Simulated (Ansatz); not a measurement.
## Ansatz (development build ahead of 0.2.0) run

```yaml
crystal:
  periodic: [false, false, false]
  atoms:
    - { symbol: C, position_ang: [-0.0039, -0.00391, -0.45019] }
    - { symbol: C, position_ang: [-0.00405, 1.224, 0.18902] }
    - { symbol: C, position_ang: [0.00784, -1.2359, 0.19753] }
    - { symbol: H, position_ang: [-0.00896, 0.00144, -1.53467] }
    - { symbol: H, position_ang: [0.00522, 2.15622, -0.3723] }
    - { symbol: H, position_ang: [-0.00028, 1.28908, 1.29124] }
    - { symbol: H, position_ang: [0.00151, -2.15477, -0.37231] }
    - { symbol: H, position_ang: [-0.00963, -1.29665, 1.28597] }
basis:
  gaussian: { orbitals: cc-pVDZ }
magnetization:
  spin_polarized: true
  initial_magnetization: 1
hamiltonian:
  xc: hf
```

The input is written out in the form of the current development build from the run's settings.

The run gave:

* Converged: yes
* Total energy: -116.47864 hartree
* Spin squared of the determinant: 0.961

Caution: the unrestricted determinant is spin contaminated.
